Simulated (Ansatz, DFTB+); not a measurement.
4H SiC, band gap

Reference value: 3.26 eV (measured, temperature not stated, no zero-point or thermal correction; as tabulated in Deguchi et al. (2016), arXiv:1512.06930).

```json
[
 {"level (code)": "DFTB cp2k-nonscc (DFTB+)", "value (eV)": "7.46 (direct)", "difference (eV)": "+4.20"},
 {"level (code)": "LDA (Ansatz)", "value (eV)": "2.15 (indirect)", "difference (eV)": "-1.11"},
 {"level (code)": "PBE (Ansatz)", "value (eV)": "2.20 (indirect)", "difference (eV)": "-1.06"},
 {"level (code)": "RPBE (Ansatz)", "value (eV)": "2.22 (indirect)", "difference (eV)": "-1.04"},
 {"level (code)": "r²SCAN (Ansatz)", "value (eV)": "2.57 (indirect)", "difference (eV)": "-0.69"},
 {"level (code)": "B3LYP (VWN-RPA form) (Ansatz)", "value (eV)": "3.82 (indirect)", "difference (eV)": "+0.56"},
 {"level (code)": "HSE06 (Ansatz)", "value (eV)": "3.11 (indirect)", "difference (eV)": "-0.15"},
 {"level (code)": "G0W0@PBE (Ansatz)", "value (eV)": "3.25 (indirect)", "difference (eV)": "-0.01"},
 {"level (code)": "G0W0@PBE+SOC (Ansatz)", "value (eV)": "3.25", "difference (eV)": "-0.01"}
]
```

Leaving aside DFTB cp2k-nonscc (doubt noted below): Once the reference is moved by up to 0.23 eV (a margin picked here for doubts on the reference and the settings, and for temperature and zero-point motion) and values within 0.03 eV count as equal, the nearest can be G0W0@PBE (-0.01 eV), G0W0@PBE+SOC (-0.01 eV) or HSE06 (-0.15 eV). Farthest off among them: LDA (-1.11 eV).

Semilocal Kohn–Sham gaps run low as a rule, and all computed gaps are for a static lattice, while measured ones hold electron–phonon shifts unless said otherwise.  DFTB cp2k-nonscc: the gap is read on the k mesh or supercell of the run alone and can be too large. DFTB cp2k-nonscc: this tight-binding set is not self-consistent in the charges. G0W0@PBE+SOC: spin–orbit coupling enters as the shift of the gap found with a semilocal functional. Values are at the measured cell. Cutoffs and k meshes differ between the levels. Ansatz's density-functional and Hartree–Fock values are scalar-relativistic unless marked +SOC, with PAW data made under PBE.

Differences are worked out from the printed values.

Ansatz is a program for electronic structure.
